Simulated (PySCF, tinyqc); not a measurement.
CISD on RHF in the sto-3g basis, for HF, spin multiplicity 1, step by step. The lowest restricted solution is unstable here: a spin-polarised one lies 0.0000 hartree lower (PySCF). One step of it, computed by the program tinyqc.

Task: Integrals over molecular orbitals. (pq|rs) = sum C_ip C_jq C_kr C_ls (ij|kl), one index at a time.

coefficients C:
```
              MO1        MO2        MO3        MO4       MO5        MO6
1F 1s    0.994961  -0.257771   0.053214   0.000000  0.000000   0.055704
1F 2s    0.020716   0.993256  -0.272464   0.000000  0.000000  -0.311295
1F 2px   0.000000   0.000000   0.000000  -0.148453  0.988919   0.000000
1F 2py   0.000000   0.000000   0.000000   0.988919  0.148453   0.000000
1F 2pz   0.001382   0.028497   0.685589   0.000000  0.000000  -0.773444
2H 1s   -0.003243   0.103063   0.592159   0.000000  0.000000   0.894998
```

core Hamiltonian H = T + V (hartree), lower triangle:
```
             1F 1s       1F 2s     1F 2px     1F 2py     1F 2pz      2H 1s
1F 1s   -40.463426
1F 2s    -9.494007  -10.941316
1F 2px    0.000000    0.000000  -8.619739
1F 2py    0.000000    0.000000   0.000000  -8.619739
1F 2pz   -0.008691   -0.108089   0.000000   0.000000  -8.676792
2H 1s    -0.996609   -2.379293   0.000000   0.000000  -1.700116  -4.358889
```

Two-electron integrals (ij|kl) in chemists' order, unique and non-zero (hartree):
```
(11|11) 5.403501   (21|11) 0.841920   (21|21) 0.156299   (22|11) 1.268028
(22|21) 0.292344   (22|22) 0.926167   (31|31) 0.027998   (32|31) 0.043169
(32|32) 0.204588   (33|11) 1.264502   (33|21) 0.292403   (33|22) 0.925959
(33|33) 0.997514   (41|41) 0.027998   (42|41) 0.043169   (42|42) 0.204588
(43|43) 0.053770   (44|11) 1.264502   (44|21) 0.292403   (44|22) 0.925959
(44|33) 0.889973   (44|44) 0.997514   (51|51) 0.027998   (52|51) 0.043169
(52|52) 0.204588   (53|53) 0.053770   (54|54) 0.053770   (55|11) 1.264502
(55|21) 0.292403   (55|22) 0.925959   (55|33) 0.889973   (55|44) 0.889973
(55|55) 0.997514   (61|11) 0.088650   (61|21) 0.016331   (61|22) 0.030398
(61|33) 0.030351   (61|44) 0.030351   (61|51) 0.000652   (61|52) 0.001232
(61|55) 0.030495   (61|61) 0.001723   (62|11) 0.243944   (62|21) 0.057080
(62|22) 0.204135   (62|33) 0.201059   (62|44) 0.201059   (62|51) 0.003870
(62|52) 0.031328   (62|55) 0.210083   (62|61) 0.006059   (62|62) 0.057278
(63|31) 0.005737   (63|32) 0.034904   (63|53) 0.006445   (63|63) 0.008170
(64|41) 0.005737   (64|42) 0.034904   (64|54) 0.006445   (64|64) 0.008170
(65|11) 0.174118   (65|21) 0.041239   (65|22) 0.157932   (65|33) 0.151376
(65|44) 0.151376   (65|51) 0.008167   (65|52) 0.057646   (65|55) 0.170863
(65|61) 0.004542   (65|62) 0.054499   (65|65) 0.059708   (66|11) 0.432304
(66|21) 0.102777   (66|22) 0.425016   (66|33) 0.411823   (66|44) 0.411823
(66|51) 0.007943   (66|52) 0.092089   (66|55) 0.451015   (66|61) 0.010952
(66|62) 0.159603   (66|65) 0.177234   (66|66) 0.774606
```

Give: one-electron integrals over orbitals h = C^T H C; Two-electron integrals over orbitals.

Result:

one-electron integrals over orbitals h = C^T H C (hartree), lower triangle:
```
          1        2        3        4        5        6
1  -40.4461
2    0.7210  -9.1248
3   -0.1405   0.5059  -6.8941
4    0.0000   0.0000   0.0000  -8.6197
5    0.0000   0.0000   0.0000   0.0000  -8.6197
6   -0.1522   0.8259   2.2185   0.0000   0.0000  -6.0099
```

Two-electron integrals over orbitals (pq|rs), unique and non-zero (hartree):
```
(11|11) 5.3643    (21|11) -0.5204   (21|21) 0.0796    (22|11) 1.2300
(22|21) -0.0225   (22|22) 0.8703    (31|11) 0.1066    (31|21) -0.0157
(31|22) 0.0071    (31|31) 0.0178    (32|11) -0.1235   (32|21) 0.0054
(32|22) -0.0444   (32|31) 0.0206    (32|32) 0.1381    (33|11) 0.8989
(33|21) -0.0087   (33|22) 0.6995    (33|31) -0.0024   (33|32) -0.0173
(33|33) 0.6853    (41|41) 0.0295    (42|41) 0.0400    (42|42) 0.1886
(43|41) -0.0075   (43|42) -0.0296   (43|43) 0.0365    (44|11) 1.2640
(44|21) -0.0150   (44|22) 0.8933    (44|31) 0.0031    (44|32) -0.0680
(44|33) 0.6865    (44|44) 0.9975    (51|51) 0.0295    (52|51) 0.0400
(52|52) 0.1886    (53|51) -0.0075   (53|52) -0.0296   (53|53) 0.0365
(54|54) 0.0538    (55|11) 1.2640    (55|21) -0.0150   (55|22) 0.8933
(55|31) 0.0031    (55|32) -0.0680   (55|33) 0.6865    (55|44) 0.8900
(55|55) 0.9975    (61|11) 0.1125    (61|21) -0.0180   (61|22) 0.0026
(61|31) -0.0120   (61|32) -0.0235   (61|33) 0.0063    (61|44) 0.0033
(61|55) 0.0033    (61|61) 0.0204    (62|11) -0.1637   (62|21) 0.0042
(62|22) -0.0904   (62|31) -0.0200   (62|32) -0.0739   (62|33) -0.0231
(62|44) -0.0892   (62|55) -0.0892   (62|61) 0.0187    (62|62) 0.0917
(63|11) -0.4146   (63|21) 0.0070    (63|22) -0.2295   (63|31) 0.0015
(63|32) 0.0829    (63|33) -0.0964   (63|44) -0.2408   (63|55) -0.2408
(63|61) -0.0050   (63|62) 0.0390    (63|63) 0.2259    (64|41) -0.0074
(64|42) -0.0300   (64|43) -0.0216   (64|64) 0.0293    (65|51) -0.0074
(65|52) -0.0300   (65|53) -0.0216   (65|65) 0.0293    (66|11) 0.8448
(66|21) -0.0090   (66|22) 0.6439    (66|31) 0.0108    (66|32) 0.0485
(66|33) 0.6518    (66|44) 0.6272    (66|55) 0.6272    (66|61) -0.0076
(66|62) -0.0553   (66|63) -0.0248   (66|66) 0.6800
```
